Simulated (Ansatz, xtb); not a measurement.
# C5H8: which of two isomers lies lower

Structure a is `C=CCC=C`, a singlet and structure b is `C1=CCCC1`, a singlet. Both are isolated molecules in the gas phase, relaxed with B3LYP-D3(BJ)/def2-SVP; the shapes shown needn't be the lowest conformers.

a (Å):

```yaml
atoms:
  - { symbol: C, position_ang: [0.2478, 2.4836, 2.1427] }
  - { symbol: C, position_ang: [0.3729, 1.3013, 1.5350] }
  - { symbol: C, position_ang: [-0.4554, 0.8331, 0.3654] }
  - { symbol: C, position_ang: [-1.2720, -0.3890, 0.7014] }
  - { symbol: C, position_ang: [-1.1405, -1.5853, 0.1231] }
  - { symbol: H, position_ang: [0.8754, 2.7598, 2.9944] }
  - { symbol: H, position_ang: [-0.4872, 3.2232, 1.8073] }
  - { symbol: H, position_ang: [1.1151, 0.5822, 1.9042] }
  - { symbol: H, position_ang: [-1.1246, 1.6523, 0.0471] }
  - { symbol: H, position_ang: [0.2050, 0.6012, -0.4892] }
  - { symbol: H, position_ang: [-2.0098, -0.2568, 1.5029] }
  - { symbol: H, position_ang: [-1.7587, -2.4368, 0.4202] }
  - { symbol: H, position_ang: [-0.4095, -1.7568, -0.6744] }
```

b (Å):

```xyz
13

C    -0.2704   -0.7716   -1.3694
C    -1.2119    0.1163   -1.0277
C    -0.8573    0.8506    0.2449
C     0.3074    0.0074    0.8199
C     0.8755   -0.7839   -0.3840
H    -0.2882   -1.3886   -2.2716
H    -2.1119    0.3314   -1.6096
H    -1.7045    0.9392    0.9457
H    -0.5416    1.8863    0.0133
H    -0.0941   -0.7031    1.5602
H     1.0673    0.6156    1.3329
H     1.7623   -0.2868   -0.8228
H     1.2008   -1.8013   -0.1088
```

Quicker runs give these differences E(b) − E(a): GFN2-xTB −30.7 kcal/mol; HF/STO-3G −49.9 kcal/mol (at GFN2-xTB geometries); r2SCAN-D4/def2-SVP −22.2 kcal/mol (at GFN2-xTB geometries).

Task: Estimate E(b) − E(a) at the level CCSD(T)/def2-SVP + ΔMP2/def2-TZVPP.

Result: Calculated at CCSD(T)/def2-SVP + ΔMP2/def2-TZVPP: E(b) − E(a) = −18.2 kcal/mol, so structure b lies lower.

How the difference moves with the method:

| level | geometry | E(b) − E(a) (kcal/mol) | departure from the last row (kcal/mol) | job, with rough time for the two |
| --- | --- | --- | --- | --- |
| GFN2-xTB | GFN2-xTB | −30.7 | −12.5 | optimisation, 0.088 s |
| HF/STO-3G | GFN2-xTB | −49.9 | −31.7 | single point, 0.24 s |
| r2SCAN-D4/def2-SVP | GFN2-xTB | −22.2 | −4.0 | single point, 1.8 s |
| B3LYP-D3(BJ)/def2-SVP | B3LYP-D3(BJ)/def2-SVP | −18.6 | −0.4 | optimisation, 26 s |
| HF/def2-SVP | B3LYP-D3(BJ)/def2-SVP | −16.7 | +1.4 | part of the CCSD(T) run |
| MP2/def2-SVP | B3LYP-D3(BJ)/def2-SVP | −21.9 | −3.7 | part of the CCSD(T) run |
| CCSD(T)/def2-SVP | B3LYP-D3(BJ)/def2-SVP | −19.1 | −0.9 | single point |
| CCSD(T)/def2-SVP + ΔMP2/def2-TZVPP | B3LYP-D3(BJ)/def2-SVP | −18.2 |  | single point, 21 s |

As drawn, b has 2 C–C in place of 1 C=C. Structure a has no ring, b a 5-membered ring.

None of the levels shown reverses the order. The largest departure from CCSD(T)/def2-SVP + ΔMP2/def2-TZVPP is that of HF/STO-3G, 31.7 kcal/mol. The last row adds to CCSD(T) the change of the MP2 difference between the two basis sets, here +0.9 kcal/mol.

With harmonic frequencies from B3LYP-D3(BJ)/def2-SVP (ideal gas, rigid rotor, one conformer each, 298.15 K, 1 atm): the zero-point term adds +2.0 kcal/mol; ΔH is −17.0 and ΔG −14.9 kcal/mol.

The correlated steps freeze 5 core orbitals. Mirror images aren't counted in ΔG. Codes used: Ansatz 0.2.0, xtb 6.7.1; the last row on 2 threads of Intel(R) Xeon(R) 6975P-C (Granite Rapids) on a shared host.
